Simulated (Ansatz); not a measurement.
Geometry optimisation, Ansatz 0.2.0, RKS r2SCAN-D4/STO-3G.

The input (input.yaml):

```yaml
crystal:
  periodic: [false, false, false]
  atoms:
    - { symbol: C, position_ang: [-1.8204, 0.3324, -0.4831] }
    - { symbol: C, position_ang: [-0.9249, -0.2879, 0.1773] }
    - { symbol: C, position_ang: [0.4436, 0.2154, 0.1876] }
    - { symbol: C, position_ang: [1.6534, -0.789, 0.0432] }
    - { symbol: "N", position_ang: [0.7926, 1.448, 0.3596] }
    - { symbol: H, position_ang: [-2.8866, 0.0167, -0.5297] }
    - { symbol: H, position_ang: [-1.6312, 1.2948, -1.0362] }
    - { symbol: H, position_ang: [-1.0874, -1.2019, 0.6822] }
    - { symbol: H, position_ang: [1.66042, -1.14228, -0.9982] }
    - { symbol: H, position_ang: [1.56654, -1.526, 0.75432] }
    - { symbol: H, position_ang: [2.57248, -0.15291, 0.21417] }
    - { symbol: H, position_ang: [-0.0333, 2.0331, 0.5174] }
basis:
  gaussian: { orbitals: STO-3G }
hamiltonian:
  xc: r2scan
  dispersion: d4
relax:
  f_tol: 0.015
  max_steps: 40
```

Launched with:

```bash
$ ansatz run input.yaml --threads 1 --pin off --max-ram 2048MiB --backend cpu --events-out ev --progress --plain --runs-dir out
```

Question: Where does it end, and by what steps?

Answer: The forces met the threshold. Limits of this set-up: minimal basis. After 19 steps the energy has fallen by 0.750 eV; H8 moved furthest, 0.88 Å.

| step | energy less start (eV) | largest force component (eV/Å) | accepted |
| --- | --- | --- | --- |
| 0 | 0.0000 | 5.171 | yes |
| 1 | -0.6208 | 0.996 | yes |
| 2 | -0.4478 | 1.912 | no |
| 3 | -0.6809 | 0.564 | yes |
| 4 | -0.7147 | 0.368 | yes |
| 5 | -0.7237 | 0.264 | yes |
| 6 | -0.7288 | 0.165 | yes |
| 7 | -0.7384 | 0.187 | yes |
| 8 | -0.7413 | 0.146 | yes |
| 9 | -0.7442 | 0.152 | yes |
| 10 | -0.7456 | 0.167 | yes |
| 11 | -0.7471 | 0.134 | yes |
| 12 | -0.7480 | 0.096 | yes |
| 13 | -0.7488 | 0.083 | yes |
| 14 | -0.7488 | 0.108 | yes |
| 15 | -0.7493 | 0.039 | yes |
| 16 | -0.7495 | 0.038 | yes |
| 17 | -0.7496 | 0.036 | yes |
| 18 | -0.7496 | 0.018 | yes |
| 19 | -0.7497 | 0.012 | yes |

```xyz
12
Properties=species:S:1:pos:R:3
C -1.958 0.425 -0.282
C -0.838 -0.300 -0.130
C 0.544 0.267 0.072
C 1.670 -0.772 0.199
N 0.882 1.547 0.149
H -2.936 -0.048 -0.424
H -1.948 1.523 -0.271
H -0.896 -1.398 -0.151
H 1.725 -1.389 -0.711
H 1.476 -1.443 1.050
H 2.630 -0.261 0.350
H -0.046 2.088 0.038
```

Whether the end is a true minimum wasn't checked by a vibrational analysis.

Run time: 54 s on 1 thread of Arm Neoverse V2, with other jobs on the host, peak memory 0.12 GiB.
